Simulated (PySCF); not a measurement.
**Gas-phase thermal properties of H3SiOCH3**

Method: PySCF energies (xtb for GFN2) plus ideal-gas RRHO corrections (1 bar). 6-31G* has spherical d functions here. All species are closed-shell singlets. B3LYP is the form with VWN-RPA correlation. The harmonic model lacks anharmonicity and excited electronic states, which grow with temperature; levels with a mode under 35 cm⁻¹ are left out. Internal rotation in H3SiOCH3 is treated as a harmonic vibration of one conformer, which makes the entropy rough.

| level | point group | σ | ZPE (kJ/mol) | S°298 (J/mol/K) | Cp298 (J/mol/K) | S°1000 (J/mol/K) | H1000 − H298 (kJ/mol) |
|---|---|---|---|---|---|---|---|
| B3LYP/6-31G* | Cs | 1 | 177.6 | 296.2 | 75.1 | 434.0 | 85.7 |
| GFN2-xTB | Cs | 1 | 169.9 | 298.2 | 80.6 | 441.7 | 88.7 |
| HF/6-31G* | Cs | 1 | 190.2 | 294.8 | 71.5 | 426.4 | 82.0 |
| PBE/def2-SVP | Cs | 1 | 170.3 | 298.1 | 77.5 | 439.7 | 87.9 |
| PBE0/def2-TZVP | Cs | 1 | 176.1 | 298.7 | 75.6 | 437.3 | 86.2 |
σ: rotational symmetry number. Electronic degeneracy used: 1. Frequencies are unscaled.
